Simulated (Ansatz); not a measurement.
Relaxation of ClFH$_{4}$Si (7 atoms, charge 0, multiplicity 1), to a largest force component of 0.03 eV/Å in at most 50 steps.

Theory: RKS B3LYP/6-31G* in Ansatz.

```xyz
7
Properties=species:S:1:pos:R:3
Si -0.430 -0.191 -0.376
F 0.089 0.776 2.196
H 0.741 -0.862 0.217
H -0.308 1.277 -0.455
H -0.678 -0.743 -1.733
Cl -2.171 -0.688 0.726
H -0.714 0.432 2.521
```

Question: Where does it end, and by what steps?

Answer: It converged. After 5 steps the energy has fallen by 0.050 eV; F2 moved furthest, 0.35 Å.

| step | energy less start (eV) | largest force component (eV/Å) | accepted |
| --- | --- | --- | --- |
| 0 | 0.0000 | 0.346 | yes |
| 1 | -0.0242 | 1.042 | yes |
| 2 | -0.0351 | 0.374 | yes |
| 3 | -0.0404 | 0.470 | yes |
| 4 | -0.0451 | 0.430 | yes |
| 5 | -0.0498 | 0.012 | yes |

```xyz
7
Properties=species:S:1:pos:R:3
Si -0.427 -0.225 -0.469
F 0.068 0.851 2.536
H 0.768 -0.890 0.089
H -0.273 1.243 -0.532
H -0.755 -0.774 -1.806
Cl -2.068 -0.662 0.768
H -0.784 0.456 2.512
```

Whether the end is a true minimum wasn't checked by a vibrational analysis.

Run time: 15 s on 1 thread of Arm Neoverse V1, with other jobs on the host, peak memory 0.13 GiB.
